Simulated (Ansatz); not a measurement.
C8H18 (`CCCCC(C)CC`). Charge 0, multiplicity 1.

Z-matrix (Å, degrees):
```
C
C 1 1.520
H 1 1.092 2 111.2
H 1 1.094 2 111.1 3 119.9
H 1 1.093 2 111.8 3 -120.1
C 2 1.524 1 113.9 3 -176.2
H 2 1.096 1 109.4 3 60.5
H 2 1.095 1 109.2 3 -54.7
C 6 1.525 2 115.1 1 -58.9
H 6 1.095 2 108.9 1 177.2
H 6 1.096 2 108.8 1 62.6
C 9 1.528 6 116.3 2 -55.4
H 9 1.097 6 108.7 2 -178.0
H 9 1.096 6 109.2 2 67.4
C 12 1.522 9 109.5 6 176.3
C 12 1.527 9 111.8 6 -58.9
H 12 1.099 9 108.2 6 59.3
H 15 1.095 12 110.6 9 65.0
H 15 1.092 12 112.2 9 -174.5
H 15 1.093 12 110.9 9 -54.2
C 16 1.520 12 114.5 9 175.8
H 16 1.094 12 109.0 9 54.0
H 16 1.098 12 108.7 9 -61.1
H 21 1.092 16 112.1 12 64.9
H 21 1.094 16 111.0 12 -55.4
H 21 1.092 16 111.1 12 -175.0
```

(1) Give the diagnostics of a CCSD(T)/def2-TZVPP run (frozen core, Ansatz). (Estimate.)

## Answers

(1) Computed: T1 = 0.0086, largest single amplitude 0.008, largest double 0.007, (T) share of the correlation energy 3.8 %, 7 CCSD cycles. The RHF solution is stable towards an unrestricted one. T1 lies under the customary mark of 0.02 for closed shells.
